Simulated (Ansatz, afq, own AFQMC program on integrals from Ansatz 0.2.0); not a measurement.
Two steps: Ansatz 0.2.0 writes the Fock matrix and Cholesky factors of the valence space, and afq projects on them the lowest state that overlaps trial and start.

```yaml
crystal:
  periodic: [false, false, false]
  atoms:
    - {symbol: H, position_ang: [-2.400570, 0.047936, 0.000000]}
    - {symbol: H, position_ang: [-1.558570, 0.047936, 0.000000]}
    - {symbol: Si, position_ang: [0.123430, 0.047936, 0.000000]}
    - {symbol: H, position_ang: [0.519864, -1.431577, 0.000000]}
basis:
  gaussian: {orbitals: cc-pVTZ}
magnetization: {spin_polarized: true, initial_magnetization: 1}
correlation: {method: ccsd_t, electrons: outside_noble_gas, hamiltonian_folder: ham}
```

```sh
$ ansatz run in.yaml --threads 1 --pin off --events-out ev --progress --plain --max-ram 16896MiB --backend cuda --devices 0, --max-vram 18GiB
```

afq runs on the folder ham with

```
--method phaseless --trial cisd --walkers 3300 --populations 20 --least-time 60 --time-step 0.005 --steps-per-block 50 --equilibration-blocks 28 --max-blocks 4000 --target-error 0.00016 --factor-cut 1e-05 --start spin_pure --seed 55 --release-times 0.24,0.51,0.99,1.62,2.4 --release-step 0.03 --release-every 3 --taylor-order 6
```

Times are imaginary, in 1/Eh. The walk had a cap of 245 s. With eight or more populations the least sampling time is a fifth of least-time, and the error comes from their spread.

Log:

```
orbitals 71  electrons 4 3  factors 424 of 430
reference energy -290.53751732 Eh
CCSD correlation -0.15476785 Eh in 14 cycles, weight of the determinant in the CISD state 0.8835
energy of the start -290.690531 Eh
 block  time / (1/Eh)  mean weight  energy / Eh
     1     0.250  0.9999  -290.690300
     2     0.500  1.0000  -290.691323
     3     0.750  0.9999  -290.692533
     4     1.000  1.0002  -290.693672
     5     1.250  0.9999  -290.694608
     8     2.000  0.9999  -290.696041
    13     3.250  0.9998  -290.697898
    25     6.250  0.9998  -290.697860
    37     9.250  1.0001  -290.698163
    49    12.250  1.0002  -290.697917
    61    15.250  0.9998  -290.697531
    73    18.250  1.0001  -290.697840
    85    21.250  1.0002  -290.697622
    97    24.250  1.0002  -290.697829
   109    27.250  1.0003  -290.698740
   121    30.250  0.9999  -290.697365
   133    33.250  1.0002  -290.697712
   145    36.250  1.0002  -290.697392
   157    39.250  1.0003  -290.697447
   165    41.250  1.0000  -290.696994
   169    42.250  0.9999  -290.697129
   181    45.250  1.0001  -290.698281
error from the spread of 20 populations
released: time / (1/Eh)  energy / Eh  error  mean overlap
  0.24  -290.697940  0.000046  0.9990
  0.51  -290.698017  0.000040  0.9966
  0.99  -290.698005  0.000236  0.9929
  1.62  -290.692080  0.006105  0.9918
  2.40  -290.698242  0.000044  0.9863
energy -290.697782 +/- 0.000059 Eh
(rows thinned)
```

The run passed its tests (sampling time, drift between the halves within three errors, error under three times the target), which doesn't prove that it has relaxed, ending at its cap on processor time.

Against this walk (error 1.6 meV) on the same determinant: CCSD(T) 19.2 meV higher, CCSDT(Q) 15.2 meV lower. The error is statistical and leaves out the bias of the constraint. The released energies have errors that jump between times, so the bars are unsure (meV from the phaseless value at times in 1/Eh: -4.3 ± 1.3 at 0.24, -6.4 ± 1.1 at 0.51, -6 ± 6 at 0.99, 155 ± 166 at 1.62, -12.5 ± 1.2 at 2.40), so they give no level; they do show a bias of the constraint, and the last of them that isn't too noisy lies 3 meV above CCSDT(Q).

Cautions: constraint bias not in the error; unrestricted determinant slightly spin contaminated (⟨S²⟩ 0.80 against 0.75).

The walk took 4.1 min on 1 × NVIDIA H100 80GB HBM3 with 2 threads of AMD EPYC 7R13 Processor (Zen 3) (shared host) (the card was shared). The log's last line is the phaseless energy.

CCSDT and higher add their correlation energy to the determinant of the CCSD(T) run, since their own runs factorise the integrals more tightly (a shift of under 2 meV). A walk keeps the symmetry of its determinant, which the program's search chose and which needn't be the lowest solution, so a lower state of the same spin and another symmetry isn't excluded.
